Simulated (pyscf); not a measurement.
## Four-centre exchange: H₃C–CH₂–O–Mg–OH + H₂O -> HO–Mg–OH + H₃C–CH₂–OH

Gas phase, singlet surface, charge 0. Bonds broken: Mg1–O2, O12–H13. Bonds formed: Mg1–O12, O2–H13. Structures and frequencies: ωB97X-D3(BJ)/def2-SVP in PySCF.

Transition state (Å):

```xyz
14

Mg    -0.9085     0.3584     1.6972
O     -0.1413     0.0870    -0.0802
C     -0.4577     0.1212    -1.4483
C     -1.2377     1.3754    -1.8243
O     -2.2571    -0.1811     2.7393
H      0.4734     0.0646    -2.0433
H     -1.0476    -0.7784    -1.7000
H     -1.4793     1.3884    -2.8994
H     -0.6545     2.2817    -1.5924
H     -2.1863     1.4253    -1.2627
H     -2.7662    -0.1576     3.5452
O      0.6603     1.5319     1.5147
H      0.5666     0.9283     0.4817
H      1.5264     1.6914     1.8959
```

One imaginary mode, 832i cm⁻¹; descent along it reached the two sides named, in the forms told below.

```tsv
bond	change	reactant side (Å)	saddle	product side
Mg1–O2	breaks	1.864	1.955	2.067
O12–H13	breaks	0.996	1.200	1.874
Mg1–O12	forms	2.071	1.968	1.851
O2–H13	forms	1.769	1.235	0.987
```

Electronic energies relative to the separated reactants (eV):

```tsv
level	barrier	reaction energy	reverse barrier
ωB97X-D3(BJ)/def2-TZVP	-0.89	-0.03	-0.86
PBE/def2-TZVP	-0.92	-0.02	-0.90
r²SCAN/def2-TZVP	-0.95	-0.03	-0.92
B3LYP-D3(BJ)/def2-TZVP	-0.89	-0.01	-0.88
PBE0-D3(BJ)/def2-TZVP	-0.92	-0.01	-0.91
M06-2X/def2-TZVP	-0.91	-0.03	-0.88
ωB97M-D3(BJ)/def2-TZVP	-0.83	-0.04	-0.79
HF/def2-TZVP	-0.38	-0.05	-0.33
```

With ωB97M-D3(BJ)/def2-TZVP energies and thermal terms (ideal gas, 1 atm, RRHO with modes under 100 cm⁻¹ raised to 100, one conformer, R ln 2 for chiral ones without a mode under 150 cm⁻¹), in eV:

```
T (K)    ΔH‡    ΔG‡     ΔH     ΔG
-----  -----  -----  -----  -----
298    -0.89  -0.40  -0.02  -0.05
600    -0.88   0.10  -0.01  -0.09
900    -0.85   0.59  +0.01  -0.13
1200   -0.82   1.06  +0.02  -0.18
```

On the reactant side the descent ends in an adduct with a Mg–O contact (not fully relaxed), 1.04 eV under the separated species and 0.15 eV under the saddle at ωB97X-D3(BJ)/def2-TZVP. On the product side the descent ends in an adduct with a Mg–O contact, 1.18 eV under the separated species and 0.32 eV under the saddle at ωB97X-D3(BJ)/def2-TZVP. At ωB97X-D3(BJ)/def2-TZVP, PBE, r²SCAN, B3LYP-D3(BJ), PBE0-D3(BJ), M06-2X, ωB97M-D3(BJ)/def2-TZVP, HF the saddle lies under the separated reactants, which points to a path from their complex (located at ωB97X-D3(BJ) alone). At ωB97X-D3(BJ)/def2-TZVP, PBE, r²SCAN, B3LYP-D3(BJ), PBE0-D3(BJ), M06-2X, ωB97M-D3(BJ)/def2-TZVP, HF the saddle lies under the separated products, which points to a path from their complex (located at ωB97X-D3(BJ) alone). What is counted as formed (Mg–O) is already present as a longer contact in the reactant adduct; forming that adduct is a step of its own. What is counted as broken (Mg–O) persists as a longer contact in the product adduct; parting that adduct is a step of its own. At the saddle there is also a short H–Mg contact that neither side keeps. One saddle was located; it need not be the lowest between these sides.
